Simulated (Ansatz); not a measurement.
Molecule: OCl, charge 0, multiplicity 2. 
Geometry from a B3LYP-D3(BJ)/def2-TZVP (Ansatz, a program for electronic structure) optimisation:
SMILES: Cl[O]
```xyz
2

Cl     0.0000     0.0000    -0.5055
O      0.0000     0.0000     1.0742
```
Charge 0, spin multiplicity 2.

Basis-set convergence of Hartree-Fock and CCSD correlation energies (hartree) with Ansatz. Correlated levels leave the core frozen unless marked. Open shells are spin-unrestricted. Spin-orbit coupling is left out. Non-relativistic.

| basis | functions | E(HF) | E(corr, CCSD) |
|---|---|---|---|
| aug-cc-pV(D+d)Z | 55 | -534.27325 | -0.34062 |
| aug-cc-pV(T+d)Z | 101 | -534.30826 | -0.42501 |
| aug-cc-pV(Q+d)Z | 169 | -534.31678 | -0.45301 |

Extrapolating the two largest sets (X = 3 and 4) as X^-3: E(corr) = (64·(-0.45301) - 27·(-0.42501))/37 = -0.4734 Eh, an estimate of the basis-set limit. The largest set recovers 95.7 % of it, the smallest 71.9 %.
